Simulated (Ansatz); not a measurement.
**Structure relaxation of LiRe₂W₂**

All numbers below come from DFT PBE, scalar-relativistic, plane waves, PAW in Ansatz. Cutoff 420 eV, Γ-centred k mesh, Gaussian smearing, no spin polarisation in the final step.

This is the end of a relaxation of cell and atoms.

```
Li Re W
1.0
     2.75275    0.00000    0.00000
    -1.37638    2.38395    0.00000
     0.00000    0.00000   11.88896
Li Re W
1 2 2
Direct
  0.00000 0.00000 0.00000
  0.33333 0.66667 0.20090
  0.66667 0.33333 0.79910
  0.33333 0.66667 0.60445
  0.66667 0.33333 0.39555
```

The zero of energy is the elements' standard structures at the same level; no fitted shifts are applied.

What space group does it have?

P-3m1 (No. 164). Conventional cell: a = 2.753 Å, c = 11.889 Å. Around Li lie 6 Li at 2.75 Å and 6 Re at 2.87 Å; Re has 6 Re at 2.75 Å, 3 W at 2.81 Å and 3 Li at 2.87 Å; W has 6 W at 2.75 Å, 3 Re at 2.81 Å and 3 W at 2.95 Å.

How far does it lie from the elements in energy?

0.38 eV/atom.

Is it a metal?

Yes, bands cross the Fermi level on the 18×18×4 mesh.

The final run used a 18×18×4 mesh on its 5-atom cell and 0.10 eV smearing. The k mesh leaves about 4 meV/atom of noise in metals. Spin–orbit coupling is left out. The cell came from a trial start, so LiRe₂W₂ may not exist in this structure.

Cost: 3 runs of about 3.4 core-minutes in all, on Arm Neoverse V2 (shared hosts).